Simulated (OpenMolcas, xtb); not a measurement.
**C2HF2 (SMILES [CH]=C(F)F): the dipole moment, rung by rung**

The species is C2HF2 (5 atoms), meant as a doublet with charge 0. SMILES: `[CH]=C(F)F`. The shape is that of a PBE0-D4/def2-TZVP optimisation.

```xyz
5

C    -0.0282    0.9127   -0.0149
C     0.1636   -0.3661    0.1246
F     1.0438   -0.9117    0.9325
F    -0.4926   -1.3132   -0.5203
H    -0.6366    1.6045   -0.5634
```

Each level gives the dipole moment (D). The values are calculated.

```json
{"level": "GFN2-xTB", "kind": "semi-empirical", "program": "xtb", "value (D)": "1.97"}
{"level": "ROHF/aug-cc-pVDZ (RICD fitting)", "kind": "Hartree–Fock", "program": "OpenMolcas", "value (D)": "1.57"}
{"level": "USVWN5/aug-cc-pVDZ", "kind": "LDA", "program": "OpenMolcas", "value (D)": "1.16"}
{"level": "U-revPBE/aug-cc-pVDZ", "kind": "GGA", "program": "OpenMolcas", "value (D)": "1.09"}
{"level": "UPBE/aug-cc-pVDZ", "kind": "GGA", "program": "OpenMolcas", "value (D)": "1.11"}
{"level": "UM06-L/aug-cc-pVDZ", "kind": "meta-GGA", "program": "OpenMolcas", "value (D)": "1.14"}
{"level": "UM06-2X/aug-cc-pVDZ", "kind": "hybrid meta-GGA", "program": "OpenMolcas", "value (D)": "1.38"}
{"level": "UPBE0/aug-cc-pVDZ", "kind": "global hybrid", "program": "OpenMolcas", "value (D)": "1.28"}
```

The values span 1.09 to 1.97 D. Magnitudes only.
